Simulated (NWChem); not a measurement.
System: silicon monoxide (SiO, singlet); SMILES O=[Si]

Input file for NWChem:

```
start job
memory heap 200 mb stack 900 mb global 1100 mb
geometry units angstroms noautosym nocenter noautoz
  Si     0.000000     0.000000     0.548651
  O      0.000000     0.000000    -0.960088
end
basis spherical
  Si library def2-svp
  O library def2-svp
end
dft
  xc xcamb88 1.00 lyp 0.81 vwn_5 0.19 hfexch 1.00
  cam 0.33 cam_alpha 0.19 cam_beta 0.46
  iterations 150
end
property
  efieldgrad
end
task dft property
```

Excerpt of the output:

```
             Northwest Computational Chemistry Package (NWChem) 7.3.0
             --------------------------------------------------------

                             Geometry "geometry" -> ""
                             -------------------------

 Output coordinates in angstroms (scale by  1.889725989 to convert to a.u.)

  No.       Tag          Charge          X              Y              Z
 ---- ---------------- ---------- -------------- -------------- --------------
    1 Si                  14.0000     0.00000000     0.00000000     0.54865100
    2 O                    8.0000     0.00000000     0.00000000    -0.96008800

 Effective nuclear repulsion energy (a.u.)      39.2830382776

                              NWChem Property Module
                              ----------------------

  itol2e modified to match energy
  convergence criterion.

                                 NWChem DFT Module
                                 -----------------

 Summary of "ao basis" -> "ao basis" (spherical)
 ------------------------------------------------------------------------------
       Tag                 Description            Shells   Functions and Types
 ---------------- ------------------------------  ------  ---------------------
 Si                         def2-svp                 8       18   4s3p1d
 O                          def2-svp                 6       14   3s2p1d

  itol2e modified to match energy
  convergence criterion.

            General Information
            -------------------
          SCF calculation type: DFT
          Wavefunction type:  closed shell.
          No. of atoms     :     2
          No. of electrons :    22
           Alpha electrons :    11
            Beta electrons :    11
          Charge           :     0
          Spin multiplicity:     1
          Use of symmetry is: off; symmetry adaption is: off
          Maximum number of iterations: 150
          AO basis - number of functions:    32
                     number of shells:    14
          Convergence on energy requested:  1.00D-07
          Convergence on density requested:  1.00D-05
          Convergence on gradient requested:  5.00D-04

              XC Information
              --------------
                     Hartree-Fock (Exact) Exchange  1.000
                   CAM-Becke88 Exchange Functional  1.000
                      VWN V Correlation Functional  0.190 local
              Lee-Yang-Parr Correlation Functional  0.810

           Range-Separation Parameters
           ---------------------------
           Alpha           :  0.19
           Beta            :  0.46
           Gamma           :  0.33
           Short-Range HF  :     F

             Grid Information
             ----------------
          Grid used for XC integration:  fine
          Radial quadrature: Mura-Knowles
          Angular quadrature: Lebedev.
          Tag              B.-S. Rad. Rad. Pts. Rad. Cut. Ang. Pts.
          ---              ---------- --------- --------- ---------
          Si                  1.10      123           6.0       770
          O                   0.60       70           7.0       590
          Grid pruning is: on
          Number of quadrature shells:   193
          Spatial weights used:  Erf1

      Superposition of Atomic Density Guess
      -------------------------------------

 Sum of atomic energies:        -363.42969821

      Non-variational initial energy
      ------------------------------

 Total energy =    -363.485847
 1-e energy   =    -581.403630
 2-e energy   =     178.634744
 HOMO         =      -0.346905
 LUMO         =      -0.019317

   convergence    iter        energy       DeltaE   RMS-Dens  Diis-err
 ---------------- ----- ----------------- --------- --------- ---------
 d= 0,ls=0.0,diis     1   -364.3936812513 -4.04D+02  6.17D-02  1.07D+00
 d= 0,ls=0.0,diis     2   -363.6034589775  7.90D-01  4.16D-02  8.11D+00
 d= 0,ls=0.0,diis     3   -364.5438662507 -9.40D-01  2.38D-03  5.16D-03
 d= 0,ls=0.0,diis     4   -364.5443542963 -4.88D-04  3.97D-04  7.37D-04
 d= 0,ls=0.0,diis     5   -364.5444339156 -7.96D-05  1.85D-04  3.54D-05
  Resetting Diis
 d= 0,ls=0.0,diis     6   -364.5444385487 -4.63D-06  1.47D-05  9.85D-08
 d= 0,ls=0.0,diis     7   -364.5444385789 -3.02D-08  4.72D-06  6.88D-09

         Total DFT energy =     -364.544438578923
      One electron energy =     -582.887419171973
           Coulomb energy =      208.495510259439
    Exchange-Corr. energy =      -29.435567944028
 Nuclear repulsion energy =       39.283038277639

 Numeric. integr. density =       21.999999941233

                       DFT Final Molecular Orbital Analysis
                       ------------------------------------

 Vector    9  Occ=2.000000D+00  E=-3.952074D-01
              MO Center=  9.4D-10, -1.0D-09, -6.8D-01, r^2= 1.1D+00
   Bfn.  Coefficient  Atom+Function         Bfn.  Coefficient  Atom+Function
  ----- ------------  ---------------      ----- ------------  ---------------
    23     -0.399311  2 O  py                22      0.382769  2 O  px
    26     -0.276419  2 O  py                25      0.264968  2 O  px
    12     -0.152949  1 Si py                 9     -0.150114  1 Si py
    11      0.146613  1 Si px                 8      0.143895  1 Si px
     6      0.084085  1 Si py                 5     -0.080602  1 Si px

 Vector   10  Occ=2.000000D+00  E=-3.952074D-01
              MO Center= -1.0D-10, -1.3D-10, -6.8D-01, r^2= 1.1D+00
   Bfn.  Coefficient  Atom+Function         Bfn.  Coefficient  Atom+Function
  ----- ------------  ---------------      ----- ------------  ---------------
    22      0.399311  2 O  px                23      0.382769  2 O  py
    25      0.276419  2 O  px                26      0.264968  2 O  py
    11      0.152949  1 Si px                 8      0.150114  1 Si px
    12      0.146613  1 Si py                 9      0.143895  1 Si py
     5     -0.084085  1 Si px                 6     -0.080602  1 Si py

 Vector   11  Occ=2.000000D+00  E=-3.684469D-01
              MO Center= -1.5D-09,  1.8D-09,  2.3D-01, r^2= 2.3D+00
   Bfn.  Coefficient  Atom+Function         Bfn.  Coefficient  Atom+Function
  ----- ------------  ---------------      ----- ------------  ---------------
    24      0.437867  2 O  pz                 4     -0.387965  1 Si s
    10     -0.336108  1 Si pz                 3     -0.300026  1 Si s
    27      0.266556  2 O  pz                 2     -0.193880  1 Si s
    13     -0.194144  1 Si pz                 7      0.179805  1 Si pz
    21     -0.109032  2 O  s                 16      0.067188  1 Si d  0

 Vector   12  Occ=0.000000D+00  E=-1.701144D-02
              MO Center=  6.0D-10, -7.2D-10,  4.7D-01, r^2= 2.7D+00
   Bfn.  Coefficient  Atom+Function         Bfn.  Coefficient  Atom+Function
  ----- ------------  ---------------      ----- ------------  ---------------
    12     -0.539647  1 Si py                11      0.513716  1 Si px
     9     -0.246882  1 Si py                26      0.239711  2 O  py
     8      0.235018  1 Si px                25     -0.228192  2 O  px
    23      0.224360  2 O  py                22     -0.213579  2 O  px
     6      0.134300  1 Si py                 5     -0.127847  1 Si px

 Vector   13  Occ=0.000000D+00  E=-1.701144D-02
              MO Center= -7.9D-11, -1.8D-10,  4.7D-01, r^2= 2.7D+00
   Bfn.  Coefficient  Atom+Function         Bfn.  Coefficient  Atom+Function
  ----- ------------  ---------------      ----- ------------  ---------------
    11      0.539647  1 Si px                12      0.513716  1 Si py
     8      0.246882  1 Si px                25     -0.239711  2 O  px
     9      0.235018  1 Si py                26     -0.228192  2 O  py
    22     -0.224360  2 O  px                23     -0.213579  2 O  py
     5     -0.134300  1 Si px                 6     -0.127847  1 Si py

 Vector   14  Occ=0.000000D+00  E= 1.038774D-01
              MO Center= -1.8D-11,  1.6D-10,  2.9D-01, r^2= 3.6D+00
   Bfn.  Coefficient  Atom+Function         Bfn.  Coefficient  Atom+Function
  ----- ------------  ---------------      ----- ------------  ---------------
    13      1.162430  1 Si pz                21      0.874848  2 O  s
     4     -0.853351  1 Si s                 27      0.222137  2 O  pz
    10      0.159040  1 Si pz                16      0.150034  1 Si d  0
    24      0.147571  2 O  pz                20      0.111912  2 O  s
     3      0.088961  1 Si s                  7     -0.087440  1 Si pz

     Multipole analysis of the density
     ---------------------------------

     L   x y z        total         alpha         beta         nuclear
     -   - - -        -----         -----         ----         -------
     0   0 0 0     -0.000000    -11.000000    -11.000000     22.000000

     1   1 0 0      0.000000      0.000000      0.000000      0.000000
     1   0 1 0     -0.000000     -0.000000     -0.000000      0.000000
     1   0 0 1      1.071114      0.535170      0.535170      0.000775

     2   2 0 0    -12.017249     -6.008625     -6.008625      0.000000
     2   1 1 0     -0.000000     -0.000000     -0.000000      0.000000
     2   1 0 1      0.000000      0.000000      0.000000      0.000000
     2   0 2 0    -12.017249     -6.008625     -6.008625      0.000000
     2   0 1 1     -0.000000     -0.000000     -0.000000      0.000000
     2   0 0 2    -15.106078    -28.244504    -28.244504     41.382931

          -----------------------
          Electric field gradient
          -----------------------

 1 a.u. = 0.324123 10**(16) esu/cm**3  ( or statvolts/cm**2 ) = 0.97174 10**(22) v/m**2

 ------------------------------------------------------------
   Atom      X         Y         Z
 ------------------------------------------------------------
    1 Si   0.00000   0.00000   1.03680
 ------------------------------------------------------------

 Electric field gradient in molecular frame (a.u.)
         XX             YY             ZZ             XY             XZ             YZ
 ------------------------------------------------------------------------------------------
       -0.860197      -0.860197       1.720394       0.000000      -0.000000       0.000000

 Principal components (a.u.) and orientation
 of principal axis w.r.t. absolute frame                      Asymmetry parameter eta
 --------------------------------------------------------------------------------------
        1.720394      -0.860197      -0.860197                       0.000000

       -0.000000      -0.690291       0.723532
        0.000000       0.723532       0.690291
        1.000000      -0.000000      -0.000000

 ------------------------------------------------------------
   Atom      X         Y         Z
 ------------------------------------------------------------
    2 O    0.00000   0.00000  -1.81430
 ------------------------------------------------------------

 Electric field gradient in molecular frame (a.u.)
         XX             YY             ZZ             XY             XZ             YZ
 ------------------------------------------------------------------------------------------
       -0.350982      -0.350982       0.701964      -0.000000      -0.000000       0.000000

 Principal components (a.u.) and orientation
 of principal axis w.r.t. absolute frame                      Asymmetry parameter eta
 --------------------------------------------------------------------------------------
        0.701964      -0.350982      -0.350982                       0.000000

       -0.000000       0.723779      -0.690032
        0.000000       0.690032       0.723779
        1.000000      -0.000000      -0.000000
```

Level: CAM-B3LYP/def2-SVP. Low-valent species are run as closed-shell singlets; no triplet was tried in these runs. All runs use the structure optimised with PBE0-D3(BJ)/def2-TZVP. NWChem prints the field gradient with the sign opposite to the second derivative of the potential.
